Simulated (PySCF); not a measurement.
# CH6FO+, a complex of two parts: interaction energy

An exercise on one series of results from a longer session: the logs are not shown, and one member is left open.

Programs: PySCF 2.14.0. All values are calculated, for the isolated system unless a continuum is named. Atoms count from 0, parts from 1.

## Starting point

9 atoms, charge 1, multiplicity 1; geometry: GFN2-xTB. Parts: 1 = atoms 0–6, `C[OH2+]`, charge 1; 2 = atoms 7–8, `F`, charge 0.

Set-up of the first run:

What the job is given:

```
{"job": {"xc": "PBE0", "basis": "def2-SVPD", "d3": "d3bj", "grid": 2, "kind": "geom", "shake": 0.01}, "charge": 1, "multiplicity": 1, "parts": [{"atoms": "0-6", "charge": 1, "multiplicity": 1}, {"atoms": "7-8", "charge": 0, "multiplicity": 1}]}
C     -0.596433    -0.025341    -0.069196
O      0.554374    -0.367425     0.700980
H     -1.307986    -0.858109    -0.105082
H     -0.320888     0.302539    -1.089890
H     -1.110269     0.815186     0.433506
H      1.179942     0.424476     0.745970
H      1.024410    -1.127793     0.293658
F      2.252851     1.680842     0.628726
H      2.829172     2.401737     0.749151
```

Launch:

```console
> OMP_NUM_THREADS=1 python cluster_run.py task.json out
```

This one command runs all jobs of the session in turn.

Among the steps run: Optimising the geometry at PBE0-D3(BJ)/def2-SVPD; Coupled-cluster interaction energy: CCSD(T) and MP2.

One table of the session follows, with a row left open; its other results are not shown here.

It belongs to the step «Coupled-cluster interaction energy: CCSD(T) and MP2». 

```
                 method  interaction energy (kcal/mol)
         HF/aug-cc-pVDZ                              ?
        MP2/aug-cc-pVDZ                         -14.94
       CCSD/aug-cc-pVDZ                         -14.59
    CCSD(T)/aug-cc-pVDZ                         -14.87
         HF/aug-cc-pVTZ                         -14.35
        MP2/aug-cc-pVTZ                         -15.76
    SCS-MP2/aug-cc-pVTZ                         -14.99
      MP2, extrapolated                         -15.94
CCSD(T), limit estimate                         -15.87
```

Q: Estimate the row for HF/aug-cc-pVDZ from the others.

The run gave: interaction energy (kcal/mol): -13.96. In the column «interaction energy (kcal/mol)» it is the highest.

Limits of these values: The interaction energy leaves out the deformation of the parts, 0.55 kcal/mol (MP2); added to the CCSD(T) estimate it gives a binding of about -15.32 kcal/mol.
